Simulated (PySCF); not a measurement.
Match the calculated data to a structure.

All candidates are C5H5N.

- Couplings: largest of the computed one-bond spin–spin couplings (means over like bonds): 13C–13C +207.8, 13C–1H +185.0 (×2), 13C–13C +159.6, 13C–1H +138.6 (×3), 13C–13C +73.6, 13C–13C +27.6, 15N–13C +13.9, 15N–13C +6.7 Hz [B3LYP/pcJ-1, spin–dipole term left out for some pairs]
- Dipole: 3.81 D [PBE0/pcSseg-1]
- 1H NMR: chemical shifts (computed TMS as zero) by class: 2.65 (3 H), 1.42 (2 H) ppm [GIAO PBE0/pcSseg-1]
- 13C NMR: chemical shifts (computed TMS as zero) by class: 167.7 (1 C), 138.6 (1 C), 72.1 (1 C), 25.0 (1 C), 7.5 (1 C) ppm [GIAO PBE0/pcSseg-1]
- NMR, other nuclei: isotropic shieldings of nuclei other than C and H, by class: -89 (1 N) ppm [GIAO PBE0/pcSseg-1]
- Rotational structure: rotational constants A, B, C: 22.867, 1.566, 1.494 GHz [GFN2-xTB]

Electronic properties: PySCF, gas phase, density fitting. Levels stand in brackets. Geometry: GFN2-xTB; no solvent, vibrations or thermal averaging. NMR values are class means; diastereotopic atoms form classes of their own.

**Question.** Which candidate is it?
A. `CC=C=CC#N`
B. `CC#CC1=NC1`
C. `CC#CCC#N`
D. `C=C/C=C\C#N`

**Answer.** B. It is `CC#CC1=NC1`. Numbering: `[CH3:1][C:2]#[C:3][C:4]1=[N:5][CH2:6]1`. Its formula, C5H5N, gives 4 degrees of unsaturation: 1 ring and 3 π bonds in the structure found. 5 carbons fall into 5 classes; from least to most shielded: C=N carbon [C4] (167.7 ppm), alkyne carbon [C2] (138.6 ppm), alkyne carbon [C3] (72.1 ppm), ring sp3 carbon bound to nitrogen [C6] (25.0 ppm), propargylic carbon [C1] (7.5 ppm). Hydrogen classes from least to most shielded: 3 H on a propargylic carbon, C1 (2.65 ppm), 2 H on an sp3 carbon bound to nitrogen, C6 (1.42 ppm). The other shieldings belong to: -89 ppm, C=N nitrogen [N5]. The couplings run between: +207.8 Hz, alkyne carbon [C2] and alkyne carbon [C3]; +185.0 Hz, sp3 carbon bound to nitrogen [C6] and its hydrogen (with 1 like pair); +159.6 Hz, alkyne carbon [C3] and C=N carbon [C4]; +138.6 Hz, propargylic carbon [C1] and its hydrogen (with 2 like pairs); +73.6 Hz, propargylic carbon [C1] and alkyne carbon [C2]; +27.6 Hz, C=N carbon [C4] and sp3 carbon bound to nitrogen [C6]; +13.9 Hz, C=N nitrogen [N5] and sp3 carbon bound to nitrogen [C6]; +6.7 Hz, C=N nitrogen [N5] and C=N carbon [C4]. By its constants the optimised geometry is an asymmetric top.

The others, at the same levels:
- `CC=C=CC#N` fails: its computed 13C shifts are 230.7 (1 C), 117.4 (1 C), 98.1 (1 C), 71.3 (1 C), 16.8 (1 C) ppm, 1H shifts are 5.91 (1 H), 5.22 (1 H), 1.95 (3 H) ppm and rotational constant A is 12.722 GHz (against 22.867 GHz).
- `C=C/C=C\C#N` fails: its computed 13C shifts are 158.7 (1 C), 142.7 (1 C), 135.0 (1 C), 121.1 (1 C), 104.9 (1 C) ppm, 1H shifts are 7.39 (1 H), 6.95 (1 H), 6.02 (1 H), 5.97 (1 H), 5.30 (1 H) ppm and rotational constant A is 10.055 GHz (against 22.867 GHz).
- `CC#CCC#N` fails: its computed 13C shifts are 119.4 (1 C), 87.8 (1 C), 73.6 (1 C), 9.2 (1 C), 4.6 (1 C) ppm, 1H shifts are 3.19 (2 H), 2.05 (3 H) ppm and rotational constant A is 11.970 GHz (against 22.867 GHz).

Each candidate is one conformer, not necessarily the lowest. Dipoles, sizes and rotational constants follow the conformer. The torsions of the flexible species, by atom-mapped SMILES:
- `[CH2:1]=[CH:2]/[CH:3]=[CH:4]\[C:5]#[N:6]`: C1–C2–C3–C4 180°
